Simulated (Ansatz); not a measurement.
A nudged elastic band was laid between two geometries of ClH3Si + FH (7 atoms, charge 0, multiplicity 1).

Method: Ansatz, RKS revPBE/6-31G*.

```
movable images  : 9
climbing image  : yes
spring          : 5.0 eV/Å²
optimiser       : quadratic models (default)
start path      : through a guess of the saddle point
force threshold : 0.05 eV/Å
iteration limit : 60
end points      : relaxed
```

Image 0:

```xyz
7
Properties=species:S:1:pos:R:3
Si 0.344 0.000 -0.065
Cl 0.350 0.000 2.042
H 1.776 0.000 -0.498
H -0.345 1.237 -0.535
H -0.345 -1.237 -0.535
F -2.763 0.000 1.091
H -2.162 0.000 1.823
```

Image 10:

```xyz
7
Properties=species:S:1:pos:R:3
Si -0.187 0.000 -0.683
Cl -0.942 0.000 3.933
H 1.217 0.000 -0.160
H -0.436 1.229 -1.502
H -0.436 -1.229 -1.502
F -1.229 0.000 0.590
H -1.133 0.000 2.646
```

Question: Which bonds break or form, and what moves?

Answer: Bonds broken: Si1–Cl2, F6–H7. Bonds formed: Si1–F6, Cl2–H7. ClH3Si + FH becomes ClH + FH3Si.

Question: Give the energies along the band, and the barrier.

Answer: It converged. The highest image is number 4 of 0 to 10, 1.05 eV above the first end and 1.55 eV above the last; the last end lies 0.50 eV below the first. A vibrational analysis at the climbing image gives 2 clearly imaginary modes (505i, 187i cm⁻¹): a point of higher order, so a lower path passes nearby. The orbitals stay closed-shell, which can raise the energy where a bond breaks towards radicals; this wasn't checked here.

| image | path coordinate (Å) | energy (eV) | Si1–Cl2 (Å) | F6–H7 (Å) | Si1–F6 (Å) |
| --- | --- | --- | --- | --- | --- |
| 0 | 0.00 | 0.00 | 2.11 | 0.95 | 3.32 |
| 1 | 0.43 | 0.05 | 2.12 | 0.95 | 2.91 |
| 2 | 0.87 | 0.27 | 2.17 | 0.96 | 2.51 |
| 3 | 1.30 | 0.71 | 2.31 | 1.00 | 2.17 |
| 4 | 1.73 | 1.05 | 2.57 | 1.15 | 1.91 |
| 5 | 2.20 | 0.56 | 2.91 | 1.46 | 1.73 |
| 6 | 2.66 | -0.07 | 3.30 | 1.64 | 1.67 |
| 7 | 3.12 | -0.40 | 3.69 | 1.81 | 1.66 |
| 8 | 3.58 | -0.48 | 4.10 | 1.97 | 1.65 |
| 9 | 4.04 | -0.50 | 4.41 | 2.02 | 1.65 |
| 10 | 4.50 | -0.50 | 4.68 | 2.06 | 1.65 |

Question: What is the geometry of the highest image?

Answer: 
```xyz
7
Properties=species:S:1:pos:R:3:forces:R:3
Si -0.186 0.000 -0.098 0.01 0.00 0.00
Cl 0.062 0.000 2.460 0.01 0.00 0.00
H 1.310 0.000 -0.007 0.00 0.00 0.00
H -0.540 1.264 -0.812 0.00 0.01 0.00
H -0.540 -1.264 -0.812 0.00 -0.01 0.00
F -1.879 0.000 0.778 0.00 0.00 -0.02
H -1.372 0.000 1.814 -0.01 0.00 0.02
```

Time of the run: 120 s on 1 thread of Arm Neoverse V2, with other jobs on the host, peak memory 0.12 GiB.
